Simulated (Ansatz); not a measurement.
# CHCl₂F: energies up the ladder, part 2 of 2

The task, for CHCl₂F: energies up the ladder.

Ansatz 0.2.0, Gaussian bases. Earlier steps stand in the parts before.

## (7) Single point, B3LYP-D4/def2-TZVPP

input.yaml reads:

```yaml
crystal:
  periodic: [false, false, false]
  atoms:
    - { symbol: F, position_ang: [-0.07660654, 1.52421504, -0.48008906] }
    - { symbol: C, position_ang: [-0.03432301, 0.46219593, 0.33655264] }
    - { symbol: Cl, position_ang: [1.47813361, -0.40284744, 0.09457638] }
    - { symbol: Cl, position_ang: [-1.42536341, -0.56946644, 0.02824428] }
    - { symbol: H, position_ang: [-0.07700065, 0.79429291, 1.37037576] }
basis:
  gaussian: { orbitals: def2-TZVPP }
hamiltonian:
  xc: { name: B3LYP }
  dispersion: d4
```

Command:

```console
$ ansatz run input.yaml --threads 4 --pin off --max-ram 10240MiB --backend cpu --events-out ev --progress --plain --runs-dir out
```

Log:

```text
Warning: RAYON_NUM_THREADS=4 ignored (pool sized by the plan → 4); use --threads N
Engine: ansatz 0.2.0, x86_64-unknown-linux-gnu
Functional definition: B3LYP
  parameter a0 = 0.2
  parameter ax = 0.72
  parameter ac = 0.81
  exchange = (1 - a0 - ax)*slater_x + ax*b88_x + a0*exact_x
  correlation = (1 - ac)*vwn_rpa_c + ac*lyp_c
1021 factors; their error is unknown
mean field evaluation 1: about -28817.3505 eV, gradient 2.5e1 eV
mean field evaluation 2: about -28816.5354 eV, gradient 3.5e1 eV
mean field evaluation 4: about -28818.3252 eV, gradient 9.2e-1 eV
mean field evaluation 8: about -28818.3247 eV, gradient 2.8e-2 eV
mean field evaluation 16: about -28818.3759 eV, gradient 2.4e-5 eV
mean field -28818.37594174 eV, -1059.0557820623 hartree, gradient 2.4e-5 eV, S^2 0.000000; 0 other end points of the search recorded, 0 dependent functions left out
reference -28818.37615932 eV, -1059.0557900579 hartree; 25, 25 occupied and 135, 135 virtual orbitals, 1021 factors
Total energy: -28818.55435864 eV, -1059.0623387623 hartree
```

Wall time 2 s (4 threads of Intel Xeon Platinum 8259CL at 2.50GHz (Skylake/Cascade Lake), shared host); peak memory 0.35 GiB.

## (8) Single point, wB97M-V/def2-TZVPP

input.yaml, as its differences from that of step 7:

```diff
@@ -11,3 +11,2 @@
 hamiltonian:
-  xc: { name: B3LYP }
-  dispersion: d4
+  xc: { name: wB97M-V }
```

Command:

```console
$ ansatz run input.yaml --threads 4 --pin off --max-ram 10240MiB --backend cpu --events-out ev --progress --plain --runs-dir out
```

Log, shortened:

```text
Warning: RAYON_NUM_THREADS=4 ignored (pool sized by the plan → 4); use --threads N
[...]
Functional definition: wB97M-V
[...]
  gx(w, u) = 1 - cx + cx01*u + cx10*w
  gss(w, u) = css00 + css04*u^4 + css10*w + css20*w^2 + css43*w^4*u^3
  gos(w, u) = cos00 + cos10*w + (cos20 + cos21*u)*w^2 + (cos60 + cos61*u)*w^6
[...]
      + integral(e_c_pw_mod_opposite_spin*gos(b97_w_opposite, b97_u_opposite)) + vv10(b, c)
1015 factors; their error is unknown
166 factors; integrals over basis functions are off by at most 3.8e-5 eV
[...]
mean field -28815.36672906 eV, -1058.9451955358 hartree, gradient 4.6e-5 eV, S^2 0.000000; 0 other end points of the search recorded, 0 dependent functions left out
reference -28815.36676069 eV, -1058.9451966983 hartree; 25, 25 occupied and 135, 135 virtual orbitals, 1015 factors
Total energy: -28815.36676069 eV, -1058.9451966983 hartree
```

Wall time 3 s (4 threads of Intel Xeon Platinum 8259CL at 2.50GHz (Skylake/Cascade Lake), shared host); peak memory 0.43 GiB.

## (9) Single point, B2PLYP/def2-TZVPP

input.yaml, as its differences from that of step 8:

```diff
@@ -11,2 +11,2 @@
 hamiltonian:
-  xc: { name: wB97M-V }
+  xc: { name: B2PLYP }
```

Command:

```console
$ ansatz run input.yaml --threads 4 --pin off --max-ram 10240MiB --backend cpu --events-out ev --progress --plain --runs-dir out
```

Log, shortened:

```text
Warning: RAYON_NUM_THREADS=4 ignored (pool sized by the plan → 4); use --threads N
[...]
Functional definition: B2PLYP
[...]
983 factors; integrals over basis functions are off by at most 1.2e-3 eV
[...]
mean field -28801.12668379 eV, -1058.4218835246 hartree, gradient 3.6e-6 eV, S^2 0.000000; 0 other end points of the search recorded, 0 dependent functions left out
12 core orbitals not correlated: weight in the atoms' cores, before any rotation towards them, 1.000 or more for the frozen orbitals, at most 0.000 for the correlated occupied ones
reference -28801.12682224 eV, -1058.4218886123 hartree; 13, 13 occupied and 135, 135 virtual orbitals, 983 factors
second order -26.09278237 eV of doubles, -0.00000000 eV of singles
Total energy: -28808.17187348 eV, -1058.6807894701 hartree
```

It took 2.1 s on 4 threads of Intel Xeon Platinum 8259CL at 2.50GHz (Skylake/Cascade Lake), shared host; peak memory 0.32 GiB.

## (10) Single point, LDA/def2-TZVPP

input.yaml, as its differences from that of step 9:

```diff
@@ -11,2 +11,2 @@
 hamiltonian:
-  xc: { name: B2PLYP }
+  xc: lda
```

Command:

```console
$ ansatz run input.yaml --threads 4 --pin off --max-ram 10240MiB --backend cpu --events-out ev --progress --plain --runs-dir out
```

Log:

```text
Warning: RAYON_NUM_THREADS=4 ignored (pool sized by the plan → 4); use --threads N
Engine: ansatz 0.2.0, x86_64-unknown-linux-gnu
Functional definition: SPW92
  exchange = slater_x
  correlation = pw_c
983 factors; their error is unknown
mean field evaluation 1: about -28708.1729 eV, gradient 3.1e1 eV
mean field evaluation 2: about -28703.8691 eV, gradient 5.5e1 eV
mean field evaluation 4: about -28710.0740 eV, gradient 1.9e0 eV
mean field evaluation 8: about -28710.0513 eV, gradient 2.9e-1 eV
mean field evaluation 16: about -28710.0514 eV, gradient 5.2e-5 eV
mean field -28710.05140682 eV, -1055.0749288288 hartree, gradient 5.2e-5 eV, S^2 0.000000; 0 other end points of the search recorded, 0 dependent functions left out
reference -28710.05143399 eV, -1055.0749298272 hartree; 25, 25 occupied and 135, 135 virtual orbitals, 983 factors
Total energy: -28710.05143399 eV, -1055.0749298272 hartree
```

Run time: 0.63 s. Hardware: 4 threads of Intel Xeon Platinum 8259CL at 2.50GHz (Skylake/Cascade Lake), shared host; peak memory 0.19 GiB.

## (11) Single point, PBE0-D4/def2-SVP

input.yaml, as its differences from that of step 10:

```diff
@@ -9,4 +9,5 @@
 basis:
-  gaussian: { orbitals: def2-TZVPP }
+  gaussian: { orbitals: def2-SVP }
 hamiltonian:
-  xc: lda
+  xc: pbe0
+  dispersion: d4
```

Command:

```console
$ ansatz run input.yaml --threads 4 --pin off --max-ram 10240MiB --backend cpu --events-out ev --progress --plain --runs-dir out
```

Log:

```text
Warning: RAYON_NUM_THREADS=4 ignored (pool sized by the plan → 4); use --threads N
Engine: ansatz 0.2.0, x86_64-unknown-linux-gnu
Functional definition: PBE0
  parameter a = 0.25
  parameter kappa = 0.804
  parameter beta = 0.06672455060314922
  exchange = (1 - a)*pbe_x(kappa = kappa, mu = beta*pi^2/3) + a*exact_x
  correlation = pbe_c(beta = beta)
652 factors; integrals over basis functions are off by at most 1.2e-3 eV
mean field evaluation 1: about -28791.5703 eV, gradient 1.9e1 eV
mean field evaluation 2: about -28791.2370 eV, gradient 2.5e1 eV
mean field evaluation 4: about -28792.1338 eV, gradient 5.3e-1 eV
mean field evaluation 8: about -28792.3033 eV, gradient 8.9e-2 eV
mean field evaluation 16: about -28792.3033 eV, gradient 2.0e-5 eV
mean field -28792.30331540 eV, -1058.0976307168 hartree, gradient 2.0e-5 eV, S^2 0.000000; 0 other end points of the search recorded, 0 dependent functions left out
reference -28792.30333080 eV, -1058.0976312827 hartree; 25, 25 occupied and 44, 44 virtual orbitals, 652 factors
Total energy: -28792.39311456 eV, -1058.1009307749 hartree
```

Wall time 0.62 s (4 threads of Intel Xeon Platinum 8259CL at 2.50GHz (Skylake/Cascade Lake), shared host); peak memory 0.14 GiB.

## (12) Single point, PBE-D4/def2-SVP

input.yaml, as its differences from that of step 11:

```diff
@@ -11,3 +11,3 @@
 hamiltonian:
-  xc: pbe0
+  xc: pbe
   dispersion: d4
```

Command:

```console
$ ansatz run input.yaml --threads 4 --pin off --max-ram 10240MiB --backend cpu --events-out ev --progress --plain --runs-dir out
```

Log:

```text
Warning: RAYON_NUM_THREADS=4 ignored (pool sized by the plan → 4); use --threads N
Engine: ansatz 0.2.0, x86_64-unknown-linux-gnu
Functional definition: PBE
  parameter kappa = 0.804
  parameter beta = 0.06672455060314922
  exchange = pbe_x(kappa = kappa, mu = beta*pi^2/3)
  correlation = pbe_c(beta = beta)
754 factors; their error is unknown
mean field evaluation 1: about -28789.3078 eV, gradient 2.2e1 eV
mean field evaluation 2: about -28787.9965 eV, gradient 3.5e1 eV
mean field evaluation 4: about -28790.2680 eV, gradient 6.9e-1 eV
mean field evaluation 8: about -28790.2689 eV, gradient 1.1e-2 eV
mean field evaluation 16: about -28790.2227 eV, gradient 1.3e-5 eV
mean field -28790.22272593 eV, -1058.0211704641 hartree, gradient 1.3e-5 eV, S^2 0.000000; 0 other end points of the search recorded, 0 dependent functions left out
reference -28790.22274659 eV, -1058.0211712235 hartree; 25, 25 occupied and 44, 44 virtual orbitals, 754 factors
Total energy: -28790.33103754 eV, -1058.0251508423 hartree
```

Wall time 0.53 s (4 threads of Intel Xeon Platinum 8259CL at 2.50GHz (Skylake/Cascade Lake), shared host); peak memory 0.12 GiB.

## (13) Single point, CCSD(T)/def2-TZVPP

input.yaml, as its differences from that of step 12:

```diff
@@ -9,5 +9,4 @@
 basis:
-  gaussian: { orbitals: def2-SVP }
-hamiltonian:
-  xc: pbe
-  dispersion: d4
+  gaussian: { orbitals: def2-TZVPP }
+correlation:
+  method: ccsd_t
```

Command:

```console
$ ansatz run input.yaml --threads 4 --pin off --max-ram 10240MiB --backend cpu --events-out ev --progress --plain --runs-dir out
```

Log, shortened:

```text
Warning: RAYON_NUM_THREADS=4 ignored (pool sized by the plan → 4); use --threads N
[...]
Functional definition: HF
[...]
983 factors; integrals over basis functions are off by at most 1.2e-3 eV
[...]
mean field -28761.21968589 eV, -1056.9553284017 hartree, gradient 8.8e-6 eV, S^2 0.000000; 0 other end points of the search recorded, 0 dependent functions left out
12 core orbitals not correlated: weight in the atoms' cores, before any rotation towards them, 1.000 or more for the frozen orbitals, at most 0.000 for the correlated occupied ones
reference -28761.21968589 eV, -1056.9553284017 hartree; 13, 13 occupied and 135, 135 virtual orbitals, 983 factors
second order -21.60937954 eV of doubles, -0.00000000 eV of singles
cycle   1  -21.97427518 eV  change   -3.6e-1 eV  update   9.4e-2
[...]
cycle   9  -22.54784025 eV  change   -9.7e-6 eV  update   1.6e-5
perturbative correction -0.90975101 eV, -0.0334327328 hartree
Total energy: -28784.67727715 eV, -1057.8173789801 hartree
```

It took 7 s on 4 threads of Intel Xeon Platinum 8259CL at 2.50GHz (Skylake/Cascade Lake), shared host; peak memory 0.86 GiB.

## (14) Single point, CCSD(T)/def2-QZVPP

input.yaml, as its differences from that of step 13:

```diff
@@ -9,3 +9,3 @@
 basis:
-  gaussian: { orbitals: def2-TZVPP }
+  gaussian: { orbitals: def2-QZVPP.json }
 correlation:
```

Command:

```console
$ ansatz run input.yaml --threads 4 --pin off --max-ram 10240MiB --backend cpu --events-out ev --progress --plain --runs-dir out
```

Log, shortened:

```text
Warning: RAYON_NUM_THREADS=4 ignored (pool sized by the plan → 4); use --threads N
[...]
Functional definition: HF
[...]
1728 factors; integrals over basis functions are off by at most 8.8e-4 eV
[...]
mean field -28762.07838085 eV, -1056.9868848592 hartree, gradient 9.8e-6 eV, S^2 0.000000; 0 other end points of the search recorded, 0 dependent functions left out
12 core orbitals not correlated: weight in the atoms' cores, before any rotation towards them, 1.000 or more for the frozen orbitals, at most 0.000 for the correlated occupied ones
reference -28762.07838085 eV, -1056.9868848592 hartree; 13, 13 occupied and 259, 259 virtual orbitals, 1728 factors
second order -23.64983543 eV of doubles, -0.00000000 eV of singles
cycle   1  -23.81290605 eV  change   -1.6e-1 eV  update   9.5e-2
[...]
cycle   9  -24.40608355 eV  change   -2.0e-5 eV  update   1.7e-5
perturbative correction -1.07280152 eV, -0.0394247287 hartree
Total energy: -28787.55726592 eV, -1057.9232166153 hartree
```

Wall time 52 s (4 threads of Intel Xeon Platinum 8259CL at 2.50GHz (Skylake/Cascade Lake), shared host); peak memory 5.2 GiB.

## (15) Extrapolation to the basis-set limit

CCSD(T)/CBS estimate, frozen core: CCSD(T) correlation extrapolated, from def2-TZVPP and def2-QZVPP: mean field -28762.1967 eV, total -28789.1728 eV. The exponents are 7.88 (mean field) and 2.97 (correlation).

## (16) The levels compared

```
             level  F1–C2 (Å)  C2–Cl3 (Å)  C2–Cl4 (Å)  rotational constants (MHz)  dipole (D)  highest frequency (cm⁻¹)  CPU time
PBE0-D4/def2-TZVPP     1.3404      1.7591      1.7591        7026.8, 3303.8, 2352        1.25                      3156      48 s
```

Constants are for the commonest isotopes at the equilibrium geometry; times are CPU times of the relaxations.

## (17) Total energies

```
               level  energy (eV)  CPU time
   PBE-D4/def2-TZVPP  -28803.7459     2.9 s
r2SCAN-D4/def2-TZVPP  -28814.2910     5.9 s
 B3LYP-D4/def2-TZVPP  -28818.5544     6.2 s
  wB97M-V/def2-TZVPP  -28815.3668      11 s
   B2PLYP/def2-TZVPP  -28808.1719     7.3 s
      LDA/def2-TZVPP  -28710.0514     1.9 s
    PBE0-D4/def2-SVP  -28792.3931     1.9 s
     PBE-D4/def2-SVP  -28790.3310     1.5 s
  CCSD(T)/def2-TZVPP  -28784.6773      25 s
  CCSD(T)/def2-QZVPP  -28787.5573   3.3 min
         CCSD(T)/CBS  -28789.1728         -
```

## (18) What came out

The summary covers parts 1 to 2.

| quantity | value |
| --- | --- |
| F1–C2 at PBE0-D4/def2-TZVPP | 1.340 Å |
| C2–Cl3 at PBE0-D4/def2-TZVPP | 1.759 Å |
| C2–Cl4 at PBE0-D4/def2-TZVPP | 1.759 Å |
| frequencies at PBE0-D4/def2-TZVPP | 276 to 3156 cm⁻¹ |
| energy at CCSD(T)/CBS | -28789.173 eV |

What this shows: Measured dipole moment of CHCl2F: 1.29 D (NIST CCCBDB Release 22 (SRD 101), experimental dipoles). This calculation gives 1.25 D (-3.2 %). That is PBE0-D4/def2-TZVPP. No mode is imaginary, so the geometry is a minimum. These totals serve in differences with atoms or fragments at the same level; alone they don't rank the methods.
